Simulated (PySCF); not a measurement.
Two species compared at the same levels of theory.

First species: C₄H₆S.
SMILES with atom numbers: `[CH:1]1=[CH:2][CH2:3][S:4][CH2:5]1` (hydrogens: H6 on C1; H7 on C2; H8, H9 on C3; H10, H11 on C5)

Cartesian coordinates in Å at the PBE0-D3(BJ)/def2-TZVP level; atoms count from 1:
```
atom  x, y, z in Å
C1    -0.428    0.688   -0.695
C2     0.721    0.792   -0.046
C3     1.084   -0.327    0.871
S4    -0.286   -1.520    0.757
C5    -1.240   -0.538   -0.441
H6    -0.792    1.444   -1.383
H7     1.388    1.641   -0.152
H8     1.198    0.017    1.903
H9     2.023   -0.806    0.576
H10   -2.224   -0.293   -0.029
H11   -1.399   -1.115   -1.357
```

Second species: Divinyl sulfide, C4H6S.
SMILES: `C=CSC=C`

Levels: CAM-B3LYP/aug-cc-pVTZ for dipole moment, HOMO energy, LUMO energy, HOMO–LUMO gap, static isotropic polarisability and electronic spatial extent ⟨r²⟩ about the centre of nuclear charge; TDDFT CAM-B3LYP/aug-cc-pVTZ for lowest singlet excitation; TDA CAM-B3LYP/aug-cc-pVTZ for lowest triplet excitation (Tamm–Dancoff); PBE0-D3(BJ)/def2-TZVP for rotational constant A and rotational constant C. Geometries: PBE0-D3(BJ)/def2-TZVP. Each structure is a single optimised conformer of the isolated species, non-relativistic unless stated; the electronic structure was computed with PySCF and density fitting.

The conformers computed, where there is a choice (atom-mapped SMILES and torsion angles):
- `[CH2:1]=[CH:2][S:3][CH:4]=[CH2:5]`: C1–C2–S3–C4 -170°, C2–S3–C4–C5 178°

Values for the first species:

```
Dipole moment                                                     : 1.80 D
HOMO energy                                                       : -7.56 eV
LUMO energy                                                       : 0.22 eV
HOMO–LUMO gap                                                     : 7.78 eV
Lowest singlet excitation                                         : 5.16 eV
Lowest triplet excitation (Tamm–Dancoff)                          : 4.39 eV
Static isotropic polarisability                                   : 65.3 au
Electronic spatial extent ⟨r²⟩ about the centre of nuclear charge : 456 bohr²
Rotational constant A                                             : 6.693 GHz
Rotational constant C                                             : 2.914 GHz
```

Question: Estimate the same properties for the second species, and the change in each.

Answer: 
```json
{"property": "dipole moment", "first": "1.80 D", "second": "1.10 D", "second less first": "-0.70 D"}
{"property": "HOMO energy", "first": "-7.56 eV", "second": "-7.29 eV", "second less first": "+0.27 eV"}
{"property": "LUMO energy", "first": "0.22 eV", "second": "0.29 eV", "second less first": "+0.07 eV"}
{"property": "HOMO–LUMO gap", "first": "7.78 eV", "second": "7.58 eV", "second less first": "-0.20 eV"}
{"property": "lowest singlet excitation", "first": "5.16 eV", "second": "5.08 eV", "second less first": "-0.08 eV"}
{"property": "lowest triplet excitation (Tamm–Dancoff)", "first": "4.39 eV", "second": "3.70 eV", "second less first": "-0.69 eV"}
{"property": "static isotropic polarisability", "first": "65.3 au", "second": "77.6 au", "second less first": "+12.3 au"}
{"property": "electronic spatial extent ⟨r²⟩ about the centre of nuclear charge", "first": "456 bohr²", "second": "669 bohr²", "second less first": "+213 bohr²"}
{"property": "rotational constant A", "first": "6.693 GHz", "second": "19.262 GHz", "second less first": "+12.569 GHz"}
{"property": "rotational constant C", "first": "2.914 GHz", "second": "1.826 GHz", "second less first": "-1.088 GHz"}
```

On the first: In wavenumbers S1 is 41600 cm⁻¹ (1 eV = 8065.54 cm⁻¹). The vertical singlet–triplet gap S1 − T1 is 0.77 eV (TDDFT singlet less Tamm–Dancoff triplet). Geometry: PBE0-D3(BJ)/def2-TZVP; no solvent, vibrations or thermal averaging.

On the second: No computed singlet falls in the visible range (750 to 380 nm, 1.65 to 3.26 eV); S1 lies 1.82 eV above its blue end. The polarisability is 11.51 Å³ as a volume (1 au = 0.148185 Å³), or 1.69 au for each of the 46 electrons. Geometry: PBE0-D3(BJ)/def2-TZVP, one conformer, isolated molecule.
